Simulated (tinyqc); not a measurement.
Worked calculation (part 1 of 2): RKS/exchange-only LDA in the sto-3g basis, for H2O, spin multiplicity 1. Computed by tinyqc, a small Python program that keeps every step (integrals from PySCF). Settings: charge = 0, multiplicity = 1, basis = sto-3g, energy threshold = 1e-10, iteration cap = 52, orthogonalisation = canonical, start = highest core orbitals, DIIS depth = 4, method = RKS, functional = Slater exchange alone, grid = [40, 86]. Command: `OMP_NUM_THREADS=1 python tinyqc.py 28497 28498 out.jsonl` (the two numbers bound the seeds that draw the settings). One thread of a shared host (Intel(R) Xeon(R) Processor @ 2.60GHz), about 0.6 s of CPU time with the checks. Later iterations appear only in the table of the cycle.

## One-electron integrals

Geometry (angstrom):
```
atom         x          y         z
O     0.000000   0.000000  0.000000
H     0.000000   0.947000  0.880000
H     0.000000  -0.956000  0.888000
```

Basis sto-3g: exponents (1/bohr^2) and contraction coefficients of normalised primitives:
```
element  l (shell)    exponent  coefficient
O            s (1)  130.709320     0.154329
O            s (1)   23.808861     0.535328
O            s (1)    6.443608     0.444635
O            s (2)    5.033151    -0.099967
O            s (2)    1.169596     0.399513
O            s (2)    0.380389     0.700115
O            p (3)    5.033151     0.155916
O            p (3)    1.169596     0.607684
O            p (3)    0.380389     0.391957
H            s (1)    3.425251     0.154329
H            s (1)    0.623914     0.535328
H            s (1)    0.168855     0.444635
```

Overlap, kinetic and nuclear-attraction integrals over the contracted functions; the nuclear repulsion is the sum of Za Zb / Rab.

nuclear repulsion = 6.79732202 hartree

overlap S, order 1O 1s, 1O 2s, 1O 2px, 1O 2py, 1O 2pz, 2H 1s, 3H 1s:
$$\begin{pmatrix}
1.000000 & 0.236704 & 0.000000 & 0.000000 & 0.000000 & 0.024455 & 0.023791 \\
0.236704 & 1.000000 & 0.000000 & 0.000000 & 0.000000 & 0.284405 & 0.278769 \\
0.000000 & 0.000000 & 1.000000 & 0.000000 & 0.000000 & 0.000000 & 0.000000 \\
0.000000 & 0.000000 & 0.000000 & 1.000000 & 0.000000 & 0.196023 & -0.192845 \\
0.000000 & 0.000000 & 0.000000 & 0.000000 & 1.000000 & 0.182155 & 0.179128 \\
0.024455 & 0.284405 & 0.000000 & 0.196023 & 0.182155 & 1.000000 & 0.139495 \\
0.023791 & 0.278769 & 0.000000 & -0.192845 & 0.179128 & 0.139495 & 1.000000
\end{pmatrix}$$

kinetic energy T (hartree), order 1O 1s, 1O 2s, 1O 2px, 1O 2py, 1O 2pz, 2H 1s, 3H 1s:
$$\begin{pmatrix}
29.003200 & -0.168011 & 0.000000 & 0.000000 & 0.000000 & -0.007817 & -0.007637 \\
-0.168011 & 0.808128 & 0.000000 & 0.000000 & 0.000000 & 0.020647 & 0.018426 \\
0.000000 & 0.000000 & 2.528731 & 0.000000 & 0.000000 & 0.000000 & 0.000000 \\
0.000000 & 0.000000 & 0.000000 & 2.528731 & 0.000000 & 0.068854 & -0.065622 \\
0.000000 & 0.000000 & 0.000000 & 0.000000 & 2.528731 & 0.063983 & 0.060954 \\
-0.007817 & 0.020647 & 0.000000 & 0.068854 & 0.063983 & 0.760032 & -0.008622 \\
-0.007637 & 0.018426 & 0.000000 & -0.065622 & 0.060954 & -0.008622 & 0.760032
\end{pmatrix}$$

nuclear attraction V (hartree), order 1O 1s, 1O 2s, 1O 2px, 1O 2py, 1O 2pz, 2H 1s, 3H 1s:
$$\begin{pmatrix}
-61.433361 & -7.375971 & 0.000000 & -0.000113 & -0.011479 & -0.778690 & -0.757507 \\
-7.375971 & -9.865833 & 0.000000 & -0.001359 & -0.143519 & -2.056205 & -2.009404 \\
0.000000 & 0.000000 & -9.754228 & 0.000000 & 0.000000 & 0.000000 & 0.000000 \\
-0.000113 & -0.001359 & 0.000000 & -9.816639 & -0.000738 & -1.227545 & 1.202293 \\
-0.011479 & -0.143519 & 0.000000 & -0.000738 & -9.808098 & -1.173517 & -1.149354 \\
-0.778690 & -2.056205 & 0.000000 & -1.227545 & -1.173517 & -4.747794 & -0.716424 \\
-0.757507 & -2.009404 & 0.000000 & 1.202293 & -1.149354 & -0.716424 & -4.719357
\end{pmatrix}$$

core Hamiltonian H = T + V (hartree), order 1O 1s, 1O 2s, 1O 2px, 1O 2py, 1O 2pz, 2H 1s, 3H 1s:
$$\begin{pmatrix}
-32.430161 & -7.543982 & 0.000000 & -0.000113 & -0.011479 & -0.786507 & -0.765145 \\
-7.543982 & -9.057705 & 0.000000 & -0.001359 & -0.143519 & -2.035558 & -1.990978 \\
0.000000 & 0.000000 & -7.225497 & 0.000000 & 0.000000 & 0.000000 & 0.000000 \\
-0.000113 & -0.001359 & 0.000000 & -7.287908 & -0.000738 & -1.158691 & 1.136671 \\
-0.011479 & -0.143519 & 0.000000 & -0.000738 & -7.279367 & -1.109535 & -1.088400 \\
-0.786507 & -2.035558 & 0.000000 & -1.158691 & -1.109535 & -3.987763 & -0.725046 \\
-0.765145 & -1.990978 & 0.000000 & 1.136671 & -1.088400 & -0.725046 & -3.959325
\end{pmatrix}$$

## Two-electron integrals

Functions are numbered as in S; the eight-fold symmetry (ij|kl) = (ji|kl) = (kl|ij) leaves the list below.

Two-electron integrals (ij|kl) in chemists' order, unique and non-zero (hartree):
```
(11|11) 4.785065    (21|11) 0.741380    (21|21) 0.136873    (22|11) 1.118947
(22|21) 0.256633    (22|22) 0.817206    (31|31) 0.024477    (32|31) 0.037809
(32|32) 0.180518    (33|11) 1.115814    (33|21) 0.256684    (33|22) 0.817023
(33|33) 0.880159    (41|41) 0.024477    (42|41) 0.037809    (42|42) 0.180518
(43|43) 0.047444    (44|11) 1.115814    (44|21) 0.256684    (44|22) 0.817023
(44|33) 0.785270    (44|44) 0.880159    (51|51) 0.024477    (52|51) 0.037809
(52|52) 0.180518    (53|53) 0.047444    (54|54) 0.047444    (55|11) 1.115814
(55|21) 0.256684    (55|22) 0.817023    (55|33) 0.785270    (55|44) 0.785270
(55|55) 0.880159    (61|11) 0.077390    (61|21) 0.014185    (61|22) 0.026489
(61|33) 0.026440    (61|41) 0.000456    (61|42) 0.000867    (61|44) 0.026521
(61|51) 0.000424    (61|52) 0.000805    (61|54) 0.000075    (61|55) 0.026510
(61|61) 0.001487    (62|11) 0.218574    (62|21) 0.050894    (62|22) 0.183360
(62|33) 0.180071    (62|41) 0.002772    (62|42) 0.022667    (62|44) 0.185267
(62|51) 0.002576    (62|52) 0.021063    (62|54) 0.004828    (62|55) 0.184558
(62|61) 0.005387    (62|62) 0.054297    (63|31) 0.004940    (63|32) 0.030133
(63|43) 0.004509    (63|53) 0.004190    (63|63) 0.007143    (64|11) 0.125019
(64|21) 0.029453    (64|22) 0.113371    (64|33) 0.108453    (64|41) 0.006320
(64|42) 0.043110    (64|44) 0.120477    (64|51) 0.001283    (64|52) 0.012058
(64|54) 0.006984    (64|55) 0.111050    (64|61) 0.003230    (64|62) 0.040886
(64|64) 0.037610    (65|11) 0.116174    (65|21) 0.027369    (65|22) 0.105350
(65|33) 0.100780    (65|41) 0.001283    (65|42) 0.012058    (65|44) 0.103574
(65|51) 0.006131    (65|52) 0.041338    (65|54) 0.007105    (65|55) 0.111572
(65|61) 0.003002    (65|62) 0.037993    (65|64) 0.028312    (65|65) 0.033451
(66|11) 0.405260    (66|21) 0.095834    (66|22) 0.398130    (66|33) 0.383936
(66|41) 0.005817    (66|42) 0.067668    (66|44) 0.406557    (66|51) 0.005406
(66|52) 0.062881    (66|54) 0.021021    (66|55) 0.403470    (66|61) 0.010186
(66|62) 0.159597    (66|64) 0.137495    (66|65) 0.127768    (66|66) 0.774606
(71|11) 0.075285    (71|21) 0.013799    (71|22) 0.025769    (71|33) 0.025722
(71|41) -0.000443   (71|42) -0.000841   (71|44) 0.025800    (71|51) 0.000411
(71|52) 0.000781    (71|54) -0.000073   (71|55) 0.025789    (71|61) 0.001429
(71|62) 0.005102    (71|64) 0.002839    (71|65) 0.002846    (71|66) 0.009607
(71|71) 0.001408    (72|11) 0.213595    (72|21) 0.049738    (72|22) 0.179321
(72|33) 0.176104    (72|41) -0.002706   (72|42) -0.022185   (72|44) 0.181187
(72|51) 0.002514    (72|52) 0.020607    (72|54) -0.004722   (72|55) 0.180489
(72|61) 0.005125    (72|62) 0.042328    (72|64) 0.022265    (72|65) 0.028815
(72|66) 0.100115    (72|71) 0.005121    (72|72) 0.052052    (73|31) 0.004816
(73|32) 0.029423    (73|43) -0.004407   (73|53) 0.004093    (73|63) 0.005365
(73|73) 0.006831    (74|11) -0.122497   (74|21) -0.028860   (74|22) -0.111174
(74|33) -0.106363   (74|41) 0.006166    (74|42) 0.042142    (74|44) -0.118124
(74|51) -0.001253   (74|52) -0.011814   (74|54) 0.006832    (74|55) -0.108907
(74|61) -0.002860   (74|62) -0.022348   (74|64) -0.006753   (74|65) -0.014959
(74|66) -0.049500   (74|71) -0.003078   (74|72) -0.039308   (74|74) 0.036209
(75|11) 0.113784    (75|21) 0.026808    (75|22) 0.103267    (75|33) 0.098797
(75|41) -0.001253   (75|42) -0.011814   (75|44) 0.101536    (75|51) 0.005980
(75|52) 0.040397    (75|54) -0.006950   (75|55) 0.109346    (75|61) 0.002866
(75|62) 0.028864    (75|64) 0.014935    (75|65) 0.024734    (75|66) 0.074271
(75|71) 0.002859    (75|72) 0.036512    (75|74) -0.027288   (75|75) 0.032178
(76|11) 0.069694    (76|21) 0.016413    (76|22) 0.065452    (76|33) 0.063759
(76|41) -2.09e-06   (76|42) -0.000029   (76|44) 0.064791    (76|51) 0.001202
(76|52) 0.012321    (76|54) -0.000007   (76|55) 0.067734    (76|61) 0.001724
(76|62) 0.020208    (76|64) 0.013324    (76|65) 0.015944    (76|66) 0.067026
(76|71) 0.001677    (76|72) 0.019828    (76|74) -0.013136   (76|75) 0.015681
(76|76) 0.010198    (77|11) 0.401713    (77|21) 0.095000    (77|22) 0.394940
(77|33) 0.380970    (77|41) -0.005727   (77|42) -0.066814   (77|44) 0.403246
(77|51) 0.005320    (77|52) 0.062062    (77|54) -0.020692   (77|55) 0.400190
(77|61) 0.009789    (77|62) 0.101546    (77|64) 0.050076    (77|65) 0.075152
(77|66) 0.276730    (77|71) 0.009820    (77|72) 0.155590    (77|74) -0.134472
(77|75) 0.124907    (77|76) 0.067026    (77|77) 0.774606
```

## Orthogonalisation

S = U s U^T; canonical form X = U s^(-1/2), so that X^T S X = 1. Each column of U has its largest component positive (the first on a tie).

eigenvalues of S: [0.549072, 0.646683, 0.881946, 1.000000, 1.115982, 1.213907, 1.592409]

X, order 1O 1s, 1O 2s, 1O 2px, 1O 2py, 1O 2pz, 2H 1s, 3H 1s:
$$\begin{pmatrix}
-0.419613 & 0.018072 & 0.684086 & 0.000000 & 0.610410 & -0.004254 & 0.216364 \\
0.912344 & -0.028545 & -0.295191 & 0.000000 & 0.337229 & -0.004187 & 0.461161 \\
0.000000 & 0.000000 & 0.000000 & 1.000000 & 0.000000 & 0.000000 & 0.000000 \\
0.027075 & 0.763183 & -0.001996 & 0.000000 & 0.001013 & 0.716336 & 0.004446 \\
0.443941 & -0.011701 & 0.690561 & 0.000000 & -0.582845 & -0.000751 & 0.240377 \\
-0.580740 & -0.676299 & -0.223220 & 0.000000 & -0.185294 & 0.390325 & 0.397678 \\
-0.527003 & 0.710806 & -0.228120 & 0.000000 & -0.188957 & -0.397817 & 0.390574
\end{pmatrix}$$

## Starting guess

The start is the highest orbitals of the core Hamiltonian (a deliberately bad start); D = 2 C_occ C_occ^T.

D at the start, order 1O 1s, 1O 2s, 1O 2px, 1O 2py, 1O 2pz, 2H 1s, 3H 1s:
$$\begin{pmatrix}
0.014220 & -0.071220 & 0.000000 & 0.001815 & 0.133843 & 0.046802 & 0.045915 \\
-0.071220 & 0.395025 & 0.000000 & -0.005700 & -0.516700 & -0.426396 & -0.413934 \\
0.000000 & 0.000000 & 2.000000 & 0.000000 & 0.000000 & 0.000000 & 0.000000 \\
0.001815 & -0.005700 & 0.000000 & 2.192625 & -0.000795 & -0.499238 & 0.491663 \\
0.133843 & -0.516700 & 0.000000 & -0.000795 & 1.876294 & -0.321503 & -0.313432 \\
0.046802 & -0.426396 & 0.000000 & -0.499238 & -0.321503 & 2.354621 & -0.200623 \\
0.045915 & -0.413934 & 0.000000 & 0.491663 & -0.313432 & -0.200623 & 2.340519
\end{pmatrix}$$

## Iteration 1: exchange-correlation on the grid

Becke grid with 40 radial and 86 angular points per atom, points of zero weight dropped. rho = sum D_ij phi_i phi_j; V_xc,ij = sum w v_xc phi_i phi_j; v_xc is d(rho eps)/d rho.

The 16 grid points with the largest w rho, of 10309 (bohr, atomic units):
```
x                  y          z         w       rho     eps_xc       v_xc
0.000000   -0.422665  -1.047315  0.031321  0.389627  -0.539430  -0.719240
0.000000    0.422665  -1.047315  0.031321  0.388933  -0.539109  -0.718812
-0.422665   0.000000  -1.047315  0.031321  0.386148  -0.537819  -0.717092
0.422665    0.000000  -1.047315  0.031321  0.386148  -0.537819  -0.717092
0.213526   -0.784194  -0.784194  0.031484  0.381762  -0.535775  -0.714367
-0.213526  -0.784194  -0.784194  0.031484  0.381762  -0.535775  -0.714367
-0.213526   0.784194  -0.784194  0.031483  0.380294  -0.535087  -0.713450
0.213526    0.784194  -0.784194  0.031483  0.380294  -0.535087  -0.713450
0.000000    0.000000  -1.129387  0.030609  0.390293  -0.539737  -0.719649
0.000000   -0.363912  -0.901732  0.020879  0.570135  -0.612413  -0.816551
0.000000    0.363912  -0.901732  0.020879  0.569102  -0.612043  -0.816057
0.363912    0.000000  -0.901732  0.020879  0.564903  -0.610534  -0.814045
-0.363912   0.000000  -0.901732  0.020879  0.564903  -0.610534  -0.814045
0.183844   -0.675186  -0.675186  0.020991  0.558689  -0.608287  -0.811049
-0.183844  -0.675186  -0.675186  0.020991  0.558689  -0.608287  -0.811049
0.784194   -0.213526  -0.784194  0.031491  0.372219  -0.531273  -0.708364
```

electrons on the grid, sum of w rho = 9.999854

E_xc = sum of w rho eps_xc = -4.57039170 hartree

V_xc (hartree), order 1O 1s, 1O 2s, 1O 2px, 1O 2py, 1O 2pz, 2H 1s, 3H 1s:
$$\begin{pmatrix}
-0.815237 & -0.213538 & 0.000000 & 0.000054 & 0.003953 & -0.021802 & -0.021214 \\
-0.213538 & -0.682516 & 0.000000 & 0.000484 & 0.036077 & -0.149852 & -0.146515 \\
0.000000 & 0.000000 & -0.680464 & 0.000000 & 0.000000 & 0.000000 & 0.000000 \\
0.000054 & 0.000484 & 0.000000 & -0.692633 & 0.000032 & -0.098244 & 0.096388 \\
0.003953 & 0.036077 & 0.000000 & 0.000032 & -0.676199 & -0.086548 & -0.084818 \\
-0.021802 & -0.149852 & 0.000000 & -0.098244 & -0.086548 & -0.474804 & -0.055201 \\
-0.021214 & -0.146515 & 0.000000 & 0.096388 & -0.084818 & -0.055201 & -0.474014
\end{pmatrix}$$

## Iteration 1: building the Kohn-Sham matrix

J_ij = sum D_kl (ij|kl); F = H + J + V_xc; E = tr D H + tr D J / 2 + E_xc + E_nn.

Coulomb J (hartree), order 1O 1s, 1O 2s, 1O 2px, 1O 2py, 1O 2pz, 2H 1s, 3H 1s:
$$\begin{pmatrix}
8.302344 & 1.917459 & 0.000000 & -0.000456 & -0.022227 & 0.197461 & 0.192118 \\
1.917459 & 6.441196 & 0.000000 & -0.001867 & 0.001509 & 1.579260 & 1.545952 \\
0.000000 & 0.000000 & 6.393548 & 0.000000 & 0.000000 & 0.000000 & 0.000000 \\
-0.000456 & -0.001867 & 0.000000 & 6.481106 & 0.000319 & 1.030311 & -1.012107 \\
-0.022227 & 0.001509 & 0.000000 & 0.000319 & 6.445103 & 0.970787 & 0.952782 \\
0.197461 & 1.579260 & 0.000000 & 1.030311 & 0.970787 & 4.414272 & 0.639737 \\
0.192118 & 1.545952 & 0.000000 & -1.012107 & 0.952782 & 0.639737 & 4.398476
\end{pmatrix}$$

Kohn-Sham matrix F (hartree), order 1O 1s, 1O 2s, 1O 2px, 1O 2py, 1O 2pz, 2H 1s, 3H 1s:
$$\begin{pmatrix}
-24.943054 & -5.840061 & 0.000000 & -0.000516 & -0.029753 & -0.610847 & -0.594241 \\
-5.840061 & -3.299024 & 0.000000 & -0.002741 & -0.105933 & -0.606150 & -0.591541 \\
0.000000 & 0.000000 & -1.512413 & 0.000000 & 0.000000 & 0.000000 & 0.000000 \\
-0.000516 & -0.002741 & 0.000000 & -1.499435 & -0.000387 & -0.226624 & 0.220952 \\
-0.029753 & -0.105933 & 0.000000 & -0.000387 & -1.510462 & -0.225296 & -0.220435 \\
-0.610847 & -0.606150 & 0.000000 & -0.226624 & -0.225296 & -0.048294 & -0.140510 \\
-0.594241 & -0.591541 & 0.000000 & 0.220952 & -0.220435 & -0.140510 & -0.034864
\end{pmatrix}$$

total energy of this density = -28.10201237 hartree

## Iteration 1: diagonalisation and new density

Diagonalise F' = X^T F X, C = X C', fill 5 alpha and 5 beta electrons from the bottom; D = 2 C_occ C_occ^T. Each column has its largest component positive (the first on a tie).

F' = X^T F X (hartree):
$$\begin{pmatrix}
-2.281212 & 0.090492 & 3.726926 & 0.000000 & 3.960398 & -0.049588 & 0.927846 \\
0.090492 & -0.308889 & -0.186443 & 0.000000 & -0.200596 & -0.784826 & -0.069209 \\
3.726926 & -0.186443 & -9.973913 & 0.000000 & -9.488906 & 0.079360 & -5.065307 \\
0.000000 & 0.000000 & 0.000000 & -1.512413 & 0.000000 & 0.000000 & 0.000000 \\
3.960398 & -0.200596 & -9.488906 & 0.000000 & -12.207148 & 0.087348 & -5.794220 \\
-0.049588 & -0.784826 & 0.079360 & 0.000000 & 0.087348 & -0.991986 & 0.038946 \\
0.927846 & -0.069209 & -5.065307 & 0.000000 & -5.794220 & 0.038946 & -3.930671
\end{pmatrix}$$

orbital energies (hartree): MO1 -24.943299, MO2 -2.084938, MO3 -1.512413, MO4 -1.506265, MO5 -1.495696, MO6 0.126071, MO7 0.210308

coefficients C, order 1O 1s, 1O 2s, 1O 2px, 1O 2py, 1O 2pz, 2H 1s, 3H 1s:
$$\begin{pmatrix}
1.000754 & -0.241630 & 0.000000 & 0.000733 & 0.043225 & 0.045221 & 0.000852 \\
-0.003335 & 1.046396 & 0.000000 & -0.003094 & -0.182674 & -0.344045 & -0.005589 \\
0.000000 & 0.000000 & 1.000000 & 0.000000 & 0.000000 & 0.000000 & 0.000000 \\
0.000018 & 0.005599 & 0.000000 & 1.017543 & 0.009607 & -0.009651 & 0.246442 \\
0.001024 & 0.218197 & 0.000000 & -0.010019 & 0.991986 & -0.199567 & -0.003368 \\
0.000638 & -0.071572 & 0.000000 & -0.050076 & -0.036756 & 0.760582 & -0.775780 \\
0.000628 & -0.069468 & 0.000000 & 0.050701 & -0.035389 & 0.711386 & 0.816583
\end{pmatrix}$$

D after iteration 1, order 1O 1s, 1O 2s, 1O 2px, 1O 2py, 1O 2pz, 2H 1s, 3H 1s:
$$\begin{pmatrix}
2.123523 & -0.528153 & 0.000000 & -0.000349 & -0.017653 & 0.032615 & 0.031843 \\
-0.528153 & 2.256671 & 0.000000 & 0.001911 & 0.094276 & -0.136052 & -0.132771 \\
0.000000 & 0.000000 & 2.000000 & 0.000000 & 0.000000 & 0.000000 & 0.000000 \\
-0.000349 & 0.001911 & 0.000000 & 2.071035 & 0.001113 & -0.103417 & 0.101722 \\
-0.017653 & 0.094276 & 0.000000 & 0.001113 & 2.063494 & -0.103153 & -0.101540 \\
0.032615 & -0.136052 & 0.000000 & -0.103417 & -0.103153 & 0.017963 & 0.007469 \\
0.031843 & -0.132771 & 0.000000 & 0.101722 & -0.101540 & 0.007469 & 0.017298
\end{pmatrix}$$

## Iteration 2: exchange-correlation on the grid

As before.

The 16 grid points with the largest w rho, of 10309 (bohr, atomic units):
```
x                  y          z         w       rho     eps_xc       v_xc
-0.652052   0.652052  -0.652052  0.031663  0.404967  -0.546418  -0.728558
0.652052    0.652052  -0.652052  0.031663  0.404967  -0.546418  -0.728558
-0.652052  -0.652052  -0.652052  0.031663  0.404905  -0.546390  -0.728520
0.652052   -0.652052  -0.652052  0.031663  0.404905  -0.546390  -0.728520
0.784194   -0.213526   0.784194  0.031073  0.412270  -0.549683  -0.732911
-0.784194  -0.213526   0.784194  0.031073  0.412270  -0.549683  -0.732911
1.047315    0.000000   0.422665  0.031269  0.409500  -0.548449  -0.731265
-1.047315   0.000000   0.422665  0.031269  0.409500  -0.548449  -0.731265
0.784194    0.213526   0.784194  0.031043  0.412280  -0.549687  -0.732917
-0.784194   0.213526   0.784194  0.031043  0.412280  -0.549687  -0.732917
-0.213526   0.784194  -0.784194  0.031483  0.406180  -0.546963  -0.729284
0.213526    0.784194  -0.784194  0.031483  0.406180  -0.546963  -0.729284
-0.213526  -0.784194  -0.784194  0.031484  0.406147  -0.546948  -0.729264
0.213526   -0.784194  -0.784194  0.031484  0.406147  -0.546948  -0.729264
0.784194    0.784194  -0.213526  0.031372  0.406991  -0.547327  -0.729769
-0.784194   0.784194  -0.213526  0.031372  0.406991  -0.547327  -0.729769
```

electrons on the grid, sum of w rho = 10.000380

E_xc = sum of w rho eps_xc = -8.91828242 hartree

V_xc (hartree), order 1O 1s, 1O 2s, 1O 2px, 1O 2py, 1O 2pz, 2H 1s, 3H 1s:
$$\begin{pmatrix}
-2.832993 & -0.408113 & 0.000000 & -0.000009 & -0.000507 & -0.042862 & -0.041696 \\
-0.408113 & -0.769836 & 0.000000 & -0.000006 & -0.000681 & -0.142662 & -0.139298 \\
0.000000 & 0.000000 & -0.765513 & 0.000000 & 0.000000 & 0.000000 & 0.000000 \\
-0.000009 & -0.000006 & 0.000000 & -0.765048 & 0.000014 & -0.077612 & 0.075928 \\
-0.000507 & -0.000681 & 0.000000 & 0.000014 & -0.765101 & -0.071847 & -0.070247 \\
-0.042862 & -0.142662 & 0.000000 & -0.077612 & -0.071847 & -0.143470 & -0.034989 \\
-0.041696 & -0.139298 & 0.000000 & 0.075928 & -0.070247 & -0.034989 & -0.140439
\end{pmatrix}$$

## Iteration 2: building the Kohn-Sham matrix

As before.

Coulomb J (hartree), order 1O 1s, 1O 2s, 1O 2px, 1O 2py, 1O 2pz, 2H 1s, 3H 1s:
$$\begin{pmatrix}
18.559225 & 3.538835 & 0.000000 & 0.000036 & 0.002157 & 0.367068 & 0.357088 \\
3.538835 & 8.793288 & 0.000000 & 0.000018 & 0.002358 & 1.905701 & 1.863442 \\
0.000000 & 0.000000 & 8.786226 & 0.000000 & 0.000000 & 0.000000 & 0.000000 \\
0.000036 & 0.000018 & 0.000000 & 8.785008 & -0.000043 & 1.157046 & -1.134513 \\
0.002157 & 0.002358 & 0.000000 & -0.000043 & 8.785194 & 1.074859 & 1.053475 \\
0.367068 & 1.905701 & 0.000000 & 1.157046 & 1.074859 & 3.983204 & 0.662183 \\
0.357088 & 1.863442 & 0.000000 & -1.134513 & 1.053475 & 0.662183 & 3.951134
\end{pmatrix}$$

Kohn-Sham matrix F (hartree), order 1O 1s, 1O 2s, 1O 2px, 1O 2py, 1O 2pz, 2H 1s, 3H 1s:
$$\begin{pmatrix}
-16.703929 & -4.413260 & 0.000000 & -0.000087 & -0.009829 & -0.462301 & -0.449753 \\
-4.413260 & -1.034252 & 0.000000 & -0.001347 & -0.141842 & -0.272518 & -0.266834 \\
0.000000 & 0.000000 & 0.795217 & 0.000000 & 0.000000 & 0.000000 & 0.000000 \\
-0.000087 & -0.001347 & 0.000000 & 0.732052 & -0.000767 & -0.079256 & 0.078087 \\
-0.009829 & -0.141842 & 0.000000 & -0.000767 & 0.740726 & -0.106522 & -0.105171 \\
-0.462301 & -0.272518 & 0.000000 & -0.079256 & -0.106522 & -0.148029 & -0.097853 \\
-0.449753 & -0.266834 & 0.000000 & 0.078087 & -0.105171 & -0.097853 & -0.148630
\end{pmatrix}$$

total energy of this density = -72.45395007 hartree
